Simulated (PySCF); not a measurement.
PySCF input file for hydrogen chloride (ClH), SMILES Cl, PBE0-D3(BJ)/def2-TZVPD. Geometry: PBE0-D3(BJ)/def2-TZVPD.

```python
import numpy as np
from pyscf import gto, scf, dft, df
from pyscf.hessian import thermo

mol = gto.M(
    atom='''
    Cl    0.00000000    0.00000000   -0.07107601
    H     0.00000000    0.00000000    1.20829209
    ''',
    basis='def2-TZVPD',
    charge=0,
    spin=0,
    max_memory=1600,
    verbose=3,
)
mf = dft.RKS(mol, xc='pbe0').density_fit(auxbasis='def2-universal-jkfit')
mf.disp = 'd3bj'
mf.grids.level = 3
mf.conv_tol = 1e-11
mf.max_cycle = 100
mf.kernel()

# [left out here: the lines that compute and print the analytic Hessian (its translational invariance restored by hand, since the grid's response is missing), thermochemistry and intensities]
```

Program output:

```
converged SCF energy = -460.666203771104

WARN: DFTD3 does not support analytical Hessian, using finite difference


WARN: Mole.unit (angstrom) is changed to Bohr

Mode                                 0
Irrep
Freq [cm^-1]                     2995.9989
Reduced mass [au]                   1.0358
Force const [Dyne/A]                5.4780
Char temp [K]                    4310.5754
Normal mode                   x     y     z
       0  Cl                 0.00  0.00 -0.03
       1   H                 0.00  0.00  0.98
temperature 298.1500 [K]
pressure 101325.00 [Pa]
Rotational constants [GHz] inf 315.02298 315.02298
Symmetry number 1
Zero-point energy (ZPE) 0.00683 [Eh]   17920.053 [J/mol]
                           tot       elec      trans        rot        vib
Entropy [J/mol/K]       186.701      0.000    153.596     33.105      0.000
Cv [J/mol/K]             20.787      0.000     12.472      8.314      0.001
Cp [J/mol/K]             29.102      0.000     20.786      8.314      0.001
Internal energy [J/mol]                      3718.434   2478.956  17920.072
Internal energy [Eh]   -460.65702  -460.66620
Enthalpy [J/mol]                             6197.391   2478.956  17920.072
Enthalpy [Eh]          -460.65607
Gibbs free energy [J/mol]                  -39597.264  -7391.411  17920.052
Gibbs free energy [Eh] -460.67728
static polarisability / bohr^3: [[17.045  0.     0.   ]
 [ 0.    17.045  0.   ]
 [-0.    -0.    18.495]]
largest difference of analytic and finite-field dipole derivatives / e: 0.00026368053788744517
mode   freq/cm-1   IR/(km/mol)   Raman/(A^4/amu)   depolarisation
   1     2996.00        46.794            88.836            0.173
max |gradient| / (hartree/bohr): 2.4303985556093356e-06
APT charges: [-0.194  0.194]
```

The calculation finished and met its thresholds.
